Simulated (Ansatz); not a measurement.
# C3H5FO2: the cost of one run

Method: RKS revPBE/def2-SVP, in Ansatz 0.2.0.

### 1 The system as given

Bond lengths: O1–C2 1.462 Å, C2–O3 1.405 Å, C2–C4 1.519 Å, C2–C5 1.493 Å, C4–C5 1.571 Å, C5–F6 1.369 Å, O1–H7 0.998 Å, O3–H8 1.010 Å, C4–H9 1.119 Å, C4–H10 1.022 Å, C5–H11 1.113 Å. Angles (14 of 20 angles, heavy atoms first): O1–C2–O3 114.2°, O1–C2–C4 116.3°, O1–C2–C5 119.5°, O3–C2–C4 116.7°, O3–C2–C5 117.7°, C4–C2–C5 62.9°, C2–C4–C5 57.7°, C2–C5–C4 59.4°, C2–C5–F6 118.6°, C4–C5–F6 117.1°, C2–O1–H7 105.5°, C2–O3–H8 107.1°, C2–C4–H9 116.4°, C2–C4–H10 120.2°.

As a file:

```xyz
11

O     0.8532   -1.2975   -0.7531
C     0.1867   -0.4311    0.2181
O     0.1821   -0.9338    1.5305
C     0.4196    1.0613    0.0600
C    -0.9779    0.3973   -0.2129
F    -1.3896    0.3216   -1.5162
H     0.3715   -1.1515   -1.6150
H     0.8852   -1.6570    1.5735
H     0.4535    1.6618    1.0042
H     0.9022    1.4210   -0.7654
H    -1.8211    0.5511    0.4968
```

### 2 End point A

input.yaml reads:

```yaml
crystal:
  periodic: [false, false, false]
  atoms:
    - { symbol: O, position_ang: [0.8532, -1.2975, -0.7531] }
    - { symbol: C, position_ang: [0.1867, -0.4311, 0.2181] }
    - { symbol: O, position_ang: [0.1821, -0.9338, 1.5305] }
    - { symbol: C, position_ang: [0.4196, 1.0613, 0.06] }
    - { symbol: C, position_ang: [-0.9779, 0.3973, -0.2129] }
    - { symbol: F, position_ang: [-1.3896, 0.3216, -1.5162] }
    - { symbol: H, position_ang: [0.3715, -1.1515, -1.615] }
    - { symbol: H, position_ang: [0.8852, -1.657, 1.5735] }
    - { symbol: H, position_ang: [0.4535, 1.6618, 1.0042] }
    - { symbol: H, position_ang: [0.9022, 1.421, -0.7654] }
    - { symbol: H, position_ang: [-1.8211, 0.5511, 0.4968] }
basis:
  gaussian: { orbitals: def2-SVP }
hamiltonian:
  xc: revpbe
relax:
  f_tol: 0.015
  max_steps: 40
```

Run with:

```bash
$ ansatz run input.yaml --threads 2 --pin off --max-ram 3072MiB --backend cpu --events-out ev --progress --plain --runs-dir out
```

Q: Estimate wall time and peak memory on 2 threads of Arm Neoverse V1, shared host.

About 31 s, with a peak of 0.21 GiB.
